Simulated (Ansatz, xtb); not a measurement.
Two isomers of C6H10

Structure a: `C=C[C@@H]1C[C@@H]1C`, a singlet. Structure b: `C=C[C@@H]1C[C@H]1C`, a singlet. Both are isolated molecules in the gas phase, relaxed with r2SCAN-D4/def2-SVP; the shapes shown needn't be the lowest conformers.

a (Å):

```xyz
16

C     1.0326    0.2003    1.9028
C    -0.1834    0.0246    1.3662
C    -0.9000    1.0273    0.5582
C    -2.4165    1.1033    0.5943
C    -1.7366    0.6316   -0.6531
C    -1.8482   -0.7987   -1.1201
H     1.5864    1.1355    1.7642
H     1.5112   -0.5817    2.4985
H    -0.7031   -0.9275    1.5376
H    -0.3750    1.9855    0.4665
H    -2.9301    0.3505    1.2029
H    -2.8805    2.0939    0.6148
H    -1.6919    1.3637   -1.4691
H    -2.7244   -0.9240   -1.7770
H    -1.9682   -1.4983   -0.2796
H    -0.9550   -1.1079   -1.6875
```

b (Å):

```xyz
16

C     0.5079   -1.4687   -1.6061
C    -0.1831   -1.7633   -0.4961
C    -1.1546   -0.8761    0.1655
C    -1.2968   -0.9002    1.6776
C    -2.3927   -1.4586    0.8251
C    -3.7151   -0.7456    0.7006
H     1.2117   -2.1806   -2.0456
H     0.3903   -0.5029   -2.1100
H    -0.0359   -2.7431   -0.0183
H    -1.2905    0.1016   -0.3133
H    -1.4712    0.0579    2.1782
H    -0.6550   -1.5920    2.2324
H    -2.4548   -2.5540    0.7907
H    -4.2200   -0.9961   -0.2465
H    -3.5768    0.3473    0.7286
H    -4.3940   -1.0158    1.5264
```

Quicker runs give these differences E(b) − E(a): GFN2-xTB −4.46 kJ/mol; HF/STO-3G −5.04 kJ/mol (at GFN2-xTB geometries); r2SCAN-D4/def2-SVP//GFN2-xTB −4.48 kJ/mol.

Problem. Estimate E(b) − E(a) at the level CCSD(T)/def2-SVP + ΔMP2/def2-TZVPP.

Solution. CCSD(T)/def2-SVP + ΔMP2/def2-TZVPP gives E(b) − E(a) = −4.47 kJ/mol, slightly favouring structure b, which is too small a margin to settle the true order.

How the difference moves with the method:

```tsv
level	geometry	E(b) − E(a) (kJ/mol)	departure from the last row (kJ/mol)	job, with rough time for the two
GFN2-xTB	GFN2-xTB	−4.46	+0.02	optimisation, 0.53 s
HF/STO-3G	GFN2-xTB	−5.04	−0.57	single point, 0.48 s
r2SCAN-D4/def2-SVP//GFN2-xTB	GFN2-xTB	−4.48	−0.01	single point, 6.6 s
r2SCAN-D4/def2-SVP	r2SCAN-D4/def2-SVP	−4.45	+0.03	optimisation, 79 s
HF/def2-SVP	r2SCAN-D4/def2-SVP	−6.01	−1.54	part of the CCSD(T) run
MP2/def2-SVP	r2SCAN-D4/def2-SVP	−4.67	−0.20	part of the CCSD(T) run
CCSD(T)/def2-SVP	r2SCAN-D4/def2-SVP	−4.61	−0.14	single point
CCSD(T)/def2-SVP + ΔMP2/def2-TZVPP	r2SCAN-D4/def2-SVP	−4.47		single point, 1.9 min
```

As drawn, both hold the same kinds of bond in the same numbers.

The largest departure from CCSD(T)/def2-SVP + ΔMP2/def2-TZVPP is that of HF/def2-SVP, 1.54 kJ/mol. The last row adds to CCSD(T) the change of the MP2 difference between the two basis sets, here +0.14 kJ/mol.

With thermal terms from frequencies at re-optimised GFN2-xTB minima (ideal gas, soft modes damped towards free rotors, one conformer each, 298.15 K, 1 atm): the zero-point term adds −0.32 kJ/mol; ΔH is −4.74 and ΔG −4.66 kJ/mol.

The correlated steps freeze 6 core orbitals. Programs: Ansatz 0.2.0, xtb 6.7.1; the last row on 2 threads of Arm Neoverse V1 on a shared host.
